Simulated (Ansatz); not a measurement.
# P₂H₃ (doublet): the correlation ladder at a displaced geometry (v1), cc-pVDZ

The task here is to estimate one member of a computed series from the others.

Computed with Ansatz 0.2.0, Gaussian basis. Level: cc-pVDZ, core rule «outside noble gas», up to 10 orbitals frozen.

Plan: UHF; CCSD(T) on ROHF; CCSD(T) on UHF; BCCD(T) on ROHF; CISD; CCSDT(Q) on ROHF; CCSDT(Q) on UHF.

25 further runs of the same task are left out: 11 that didn't finish, 14 set aside as unsound or not needed.

### What is computed

The geometry is a PBE0/def2-TZVP stationary point (not a proven minimum) with its atoms shifted at random (size 0.040 Å).

5 atoms, charge 0, spin multiplicity 2.

Atoms are counted from 1 here; the program's logs count them from 0.

Bond lengths: P1–P2 2.184 Å, P1–H3 1.399 Å, P1–H4 1.455 Å, P2–H5 1.439 Å. Angles: P2–P1–H3 98.3°, P2–P1–H4 95.4°, H3–P1–H4 97.0°, P1–P2–H5 94.2°.

Set-up of the first run:

The input, in.yaml:

```yaml
crystal:
  periodic: [false, false, false]
  atoms:
    - {symbol: P, position_ang: [0.095166, 0.056539, 1.066169]}
    - {symbol: P, position_ang: [-0.043008, -0.090360, -1.108528]}
    - {symbol: H, position_ang: [-0.998244, 0.901978, 1.281204]}
    - {symbol: H, position_ang: [-0.595326, -1.196840, 1.332056]}
    - {symbol: H, position_ang: [-0.009229, 1.334184, -1.311578]}
basis:
  gaussian: {orbitals: cc-pVDZ}
magnetization: {spin_polarized: true, initial_magnetization: 1}
hamiltonian: {xc: hf}
output: {orbitals: {seedname: orbitals}}
```

The run is started by

```console
$ ansatz run in.yaml --threads 1 --pin off --events-out ev --progress --plain --max-ram 2393MiB
```

Among the steps run: UHF; CCSD(T) on ROHF; CCSD(T) on UHF; BCCD(T) on ROHF; CISD; CCSDT(Q) on ROHF; CCSDT(Q) on UHF.

One table of the session follows, with a row left open; its other results are not shown here.

| method | from UCCSDT(Q) (kcal/mol) |
| --- | --- |
| ROHF | +176.82 |
| UHF | ? |
| RMP2 | +32.54 |
| UMP2 | +32.93 |
| CISD | +22.72 |
| RCCSD | +6.18 |
| UCCSD | +6.12 |
| RCCSD(T) | +1.07 |
| UCCSD(T) | +1.07 |
| BCCD(T) | +1.04 |
| RCCSDT | +0.32 |
| UCCSDT | +0.31 |
| RCCSDT(Q) | +0.01 |
| UCCSDT(Q) | 0 |

Q: Estimate the row for UHF from the others.

**Answer.** from UCCSDT(Q) (kcal/mol): +173.89. In the column «from UCCSDT(Q) (kcal/mol)» it lies between UMP2 (+32.93) and ROHF (+176.82).

Caveats from the session: Restricted and unrestricted rows rest on different reference determinants; where their highest levels disagree by more than a few hundredths of an eV, they describe different states and don't form one ladder.
